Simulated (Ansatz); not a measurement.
Molecule: ethane, C$_{2}$H$_{6}$ (charge 0, singlet). SMILES: CC
Coordinates optimised at B3LYP-D3(BJ)/def2-TZVP (Ansatz, a program for electronic structure):
```
C
H 1 1.0919
H 1 1.0919 2 107.56
H 1 1.0919 2 107.56 3 -115.60
C 1 1.5262 2 111.32 4 -122.20
H 5 1.0919 1 111.32 2 180.00
H 5 1.0919 6 107.56 1 122.20
H 5 1.0919 6 107.56 7 115.60
```
Charge 0, spin multiplicity 1.

Quantity: enthalpy of formation at 298 K, in kcal/mol. Set-up: 6-311+G** with 5d; no spin-orbit coupling; valence correlation only; LANL2DZ all-electron up to Ne; non-relativistic; open shells spin-unrestricted; six Cartesian d functions in 6-31G* and its kin unless marked 5d. CBS marks a two-point X^-3 extrapolation of the correlation energy; Hartree-Fock from the larger set. The bracket is a focal-point correction in the basis named. Ab initio and DFT rows: single points at B3LYP-D3(BJ) geometries (Ansatz), with unscaled harmonic terms from B3LYP/6-31G* (Ansatz) at its own minima, enthalpies of formation by atomisation with measured atoms.

Measured values: Active Thermochemical Tables 1.112 (ions: stationary electron), as tabulated in the package chemicals; they hold spin-orbit and core effects, anharmonicity. 

Value to compare with, the measured value: -20.0 kcal/mol.

```csv
level,program,enthalpy of formation at 298 K (kcal/mol),error
MP2/STO-3G,Ansatz,-57.5,-37.5
MP2/3-21G,Ansatz,68.7,88.7
MP2/LANL2DZ,Ansatz,78.6,98.6
MP2/6-31G*,Ansatz,40.9,60.9
MP2/6-311+G**,Ansatz,14.9,34.9
"RI-MP2/CBS(def2-TZVPPD,def2-QZVPPD)+[CCSD(T)-MP2]/def2-TZVPPD",Ansatz,-19.0,1.0
```

Among the 5 habitual levels, MP2/LANL2DZ lies farthest from the measured value (98.6 kcal/mol) and MP2/6-311+G** nearest (34.9); 4 of 5 lie above it, and their mean absolute error is 64.1 kcal/mol, the median 60.9. One case shows no general order.

The sets are all those run for this method; left out are runs that failed, that the program found above a lower state of the same kind, or whose <S^2> lies over 0.5 above the pure value.
